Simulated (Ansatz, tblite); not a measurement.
**Si(NCS)H3 (CH3NSSi): which spin state is lowest**

Aim: set other spin states of Si(NCS)H3 (CH3NSSi) against its singlet, on many levels of theory.

The runs use Ansatz 0.2.0, Gaussian basis; as each input shows.

Plan: triplet, at the geometry of the singlet (GFN1-xTB, GFN2-xTB, PBE0-D4/def2-TZVP, PBE-D4/def2-TZVP, r2SCAN-D4/def2-TZVP); the singlet's energies come from earlier runs.

**1. The relaxed structure**

The geometry is that of the singlet, from an earlier relaxation (PBE-D4/def2-SVP).

7 atoms, charge 0, spin multiplicity 1.

Bond lengths: Si1–N2 1.734 Å, Si1–H5 1.501 Å, Si1–H6 1.501 Å, Si1–H7 1.501 Å, N2–C3 1.208 Å, C3–S4 1.584 Å. Angles: N2–Si1–H5 108.8°, N2–Si1–H6 108.9°, N2–Si1–H7 108.8°, H5–Si1–H6 110.1°, H5–Si1–H7 110.1°, H6–Si1–H7 110.1°, Si1–N2–C3 179.5°, N2–C3–S4 180.0°.

**2. Triplet at the fixed geometry, GFN1-xTB**

Tight binding, by tblite at 300 K electronic temperature and without a spin-polarisation term:

```python
tblite.interface.Calculator('GFN1-xTB', numbers, positions, charge=0, uhf=2).singlepoint()
```

Energy -335.7329 eV; 0.01 s.

**3. Triplet at the fixed geometry, GFN2-xTB**

Tight binding, by tblite at 300 K electronic temperature and without a spin-polarisation term:

```python
tblite.interface.Calculator('GFN2-xTB', numbers, positions, charge=0, uhf=2).singlepoint()
```

Energy -311.3249 eV; 0.011 s.

**4. Triplet at the fixed geometry, PBE0-D4/def2-TZVP**

File in.yaml:

```yaml
crystal:
  periodic: [false, false, false]
  atoms:
    - {symbol: Si, position_ang: [-0.002069, -0.002256, -1.106672]}
    - {symbol: N, position_ang: [-0.002016, 0.008905, 0.627117]}
    - {symbol: C, position_ang: [0.002356, 0.006323, 1.835354]}
    - {symbol: S, position_ang: [0.007816, 0.003540, 3.419120]}
    - {symbol: H, position_ang: [1.418297, -0.003825, -1.591478]}
    - {symbol: H, position_ang: [-0.713512, 1.223590, -1.600052]}
    - {symbol: H, position_ang: [-0.710882, -1.236287, -1.583389]}
basis:
  gaussian: {orbitals: def2-TZVP}
magnetization: {spin_polarized: true, initial_magnetization: 2}
hamiltonian: {xc: pbe0, dispersion: d4}
scf: {omitted_lower_state_checks: [starts]}
output: {orbitals: {seedname: orbitals}}
```

The run is started by

```bash
> ansatz run in.yaml --threads 4 --pin off --events-out ev --progress --plain --max-ram 3916MiB
```

Output:

```text
Functional definition: PBE0
  name "PBE0"
  cite "Adamo & Barone, J. Chem. Phys. 110, 6158 (1999) doi:10.1063/1.478522"
  cite "Perdew, Burke & Ernzerhof, Phys. Rev. Lett. 77, 3865 (1996) doi:10.1103/PhysRevLett.77.3865"
  parent pbe
  parameter a = 0.25
  parameter kappa = 0.804
  parameter beta = 0.06672455060314922
  exchange = (1 - a)*pbe_x(kappa = kappa, mu = beta*pi^2/3) + a*exact_x
  correlation = pbe_c(beta = beta)
these checks for a lower state are left out or cut short: starts
1006 factors; their error is unknown
mean field evaluation 1: about -21268.1967 eV, gradient 4.2e1 eV
mean field evaluation 2: about -21219.3260 eV, gradient 9.4e1 eV
mean field evaluation 4: about -21275.4867 eV, gradient 1.2e1 eV
mean field evaluation 8: about -21276.2308 eV, gradient 4.0e-1 eV
mean field evaluation 16: about -21276.3230 eV, gradient 8.3e-3 eV
mean field evaluation 32: about -21276.3229 eV, gradient 9.5e-3 eV
mean field -21276.32299443 eV, -781.8904484358 hartree, gradient 7.0e-6 eV, S^2 2.008388; 0 other end points of the search recorded, 0 dependent functions left out
reference -21276.32302570 eV, -781.8904495847 hartree; 24, 22 occupied and 130, 132 virtual orbitals, 1006 factors
Total energy: -21276.44834253 eV, -781.8950548933 hartree
Checks for a lower state left out: starts
```

It took 37 s on 4 threads of Intel Xeon at 2.50GHz, shared host; peak memory 0.58 GiB.

Report: HOMO -3.23 eV, LUMO -5.05 eV (over both spins; with the spin held, an empty level of the minority spin lies below the top filled one); ⟨S²⟩ 2.008 (pure: 2.00).

**5. Triplet at the fixed geometry, PBE-D4/def2-TZVP**

start.molden holds the orbitals of an earlier run on this state, given as this run's starting guess.

Changes to in.yaml since step 4:

```diff
@@ -11,5 +11,5 @@
 basis:
-  gaussian: {orbitals: def2-TZVP}
+  gaussian: {orbitals: def2-TZVP, initial_orbitals: start.molden}
 magnetization: {spin_polarized: true, initial_magnetization: 2}
-hamiltonian: {xc: pbe0, dispersion: d4}
+hamiltonian: {xc: pbe, dispersion: d4}
 scf: {omitted_lower_state_checks: [starts]}
```

Same command.

Output:

```text
Functional definition: PBE
  name "PBE"
  cite "Perdew, Burke & Ernzerhof, Phys. Rev. Lett. 77, 3865 (1996) doi:10.1103/PhysRevLett.77.3865"
  parent pbe
  parameter kappa = 0.804
  parameter beta = 0.06672455060314922
  exchange = pbe_x(kappa = kappa, mu = beta*pi^2/3)
  correlation = pbe_c(beta = beta)
these checks for a lower state are left out or cut short: starts
980 factors; their error is unknown
mean field evaluation 1: about -21274.6607 eV, gradient 7.9e0 eV
mean field evaluation 2: about -21274.7828 eV, gradient 2.1e-1 eV
mean field evaluation 4: about -21274.7746 eV, gradient 9.2e-3 eV
mean field evaluation 8: about -21274.7746 eV, gradient 1.8e-3 eV
mean field evaluation 16: about -21274.7746 eV, gradient 3.1e-5 eV
mean field -21274.77458133 eV, -781.8335453039 hartree, gradient 4.2e-6 eV, S^2 2.004630; 0 other end points of the search recorded, 0 dependent functions left out
reference -21274.77462280 eV, -781.8335468278 hartree; 24, 22 occupied and 130, 132 virtual orbitals, 980 factors
Total energy: -21274.92235778 eV, -781.8389759881 hartree
Checks for a lower state left out: starts
```

Wall time 12 s (4 threads of Intel Xeon at 2.50GHz, shared host).

From the report: HOMO -2.12 eV, LUMO -6.03 eV (over both spins; with the spin held, an empty level of the minority spin lies below the top filled one); ⟨S²⟩ 2.005 (pure: 2.00).

**6. Triplet at the fixed geometry, r2SCAN-D4/def2-TZVP**

Changes to in.yaml since step 5:

```diff
@@ -13,3 +13,3 @@
 magnetization: {spin_polarized: true, initial_magnetization: 2}
-hamiltonian: {xc: pbe, dispersion: d4}
+hamiltonian: {xc: r2scan, dispersion: d4}
 scf: {omitted_lower_state_checks: [starts]}
```

The command is unchanged.

Output (excerpt; [...] marks lines left out):

```text
Functional definition: r2SCAN
  name "r2SCAN"
  cite "Furness, Kaplan, Ning, Perdew & Sun, J. Phys. Chem. Lett. 11, 8208 (2020) doi:10.1021/acs.jpclett.0c02405"
  cite "Furness, Kaplan, Ning, Perdew & Sun, J. Phys. Chem. Lett. 11, 9248 (2020) doi:10.1021/acs.jpclett.0c03077"
  parent r2scan
[...]
980 factors; their error is unknown
[...]
mean field -21283.68355089 eV, -782.1609438963 hartree, gradient 6.3e-6 eV, S^2 2.010400; 0 other end points of the search recorded, 0 dependent functions left out
reference -21283.68356543 eV, -782.1609444308 hartree; 24, 22 occupied and 130, 132 virtual orbitals, 980 factors
Total energy: -21283.71961886 eV, -782.1622693698 hartree
Checks for a lower state left out: starts
```

Wall time 41 s (4 threads of Intel Xeon at 2.50GHz, shared host).

From the report: HOMO -2.35 eV, LUMO -5.78 eV (over both spins; with the spin held, an empty level of the minority spin lies below the top filled one); ⟨S²⟩ 2.010 (pure: 2.00).

**7. Triplet less singlet, vertical**

The singlet's energies are those of its earlier runs, whose logs aren't repeated here.

```tsv
level	triplet less singlet, vertical (eV)	time
GFN1-xTB	+4.321	0.023 s
GFN2-xTB	+3.993	0.02 s
PBE-D4/def2-TZVP	+4.362	15 s
r2SCAN-D4/def2-TZVP	+4.366	45 s
PBE0-D4/def2-TZVP	+4.347	41 s
```

Times add the two runs; a level without a time comes out of a correlated run. Tight binding without a spin term can't rank spin states.

**8. What came out**

| quantity | value |
| --- | --- |
| triplet less singlet, vertical, functionals in def2-TZVP | +4.347 (PBE0-D4) to +4.366 eV (r2SCAN-D4) |

All functionals put the triplet above the singlet, over a spread of 0.019 eV. The checks for a lower triplet were left out, so another state of that spin may lie lower. These are electronic energies, without zero-point motion, entropy or surroundings.
